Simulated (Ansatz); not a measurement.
Ansatz (a program for electronic structure) input:

Ansatz 0.2 input:
```yaml
crystal:
  periodic: [false, false, false]
  atoms:
    - {symbol: C, position_ang: [0.00521638, -0.17027709, -0.33328643]}
    - {symbol: C, position_ang: [-0.01052946, 0.18692732, 0.99931659]}
    - {symbol: F, position_ang: [1.10857734, -0.14681244, -1.04645536]}
    - {symbol: F, position_ang: [-1.08739666, -0.18149448, -1.06310615]}
    - {symbol: N, position_ang: [-0.02267823, 0.40783727, 2.14141037]}
basis:
  gaussian:
    orbitals: def2-TZVPD
hamiltonian:
  xc: {name: r2SCAN}
magnetization: {spin_polarized: true, initial_magnetization: 1}
output: {forces: true}
```

### Question
Which total energy does the run end on?

### Answer
-330.54637 Eh (r2SCAN/def2-TZVPD). The basis has 191 functions.

It need not be the lowest isomer of its formula.
